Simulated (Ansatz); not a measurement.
System: P₂, net charge 1, doublet state. SMILES of the parent species: P#P

Atoms: P1, P2. Bonds: P1-P2.

Bond lengths (Å) and angles (degrees) optimised at PBE/6-31G* with Ansatz (a quantum-chemistry and plane-wave program); B3LYP/LANL2DZ with Ansatz; B3LYP/6-31G* with Ansatz; MP2/6-31G* with Ansatz, each started from the B3LYP-D3(BJ)/def2-TZVP structure (Ansatz) of the last column. A row stands for all coordinates that are equal there. 6-31G* holds six Cartesian d functions.

```tsv
coordinate	PBE/6-31G*	B3LYP/LANL2DZ	B3LYP/6-31G*	MP2/6-31G*	B3LYP-D3(BJ)/def2-TZVP
P1-P2	2.012	2.121	1.994	1.915	1.976
```

Mean signed difference of all 1 bond lengths from B3LYP-D3(BJ)/def2-TZVP: PBE/6-31G* 0.036 Å, B3LYP/LANL2DZ 0.145 Å, B3LYP/6-31G* 0.018 Å, MP2/6-31G* -0.061 Å.
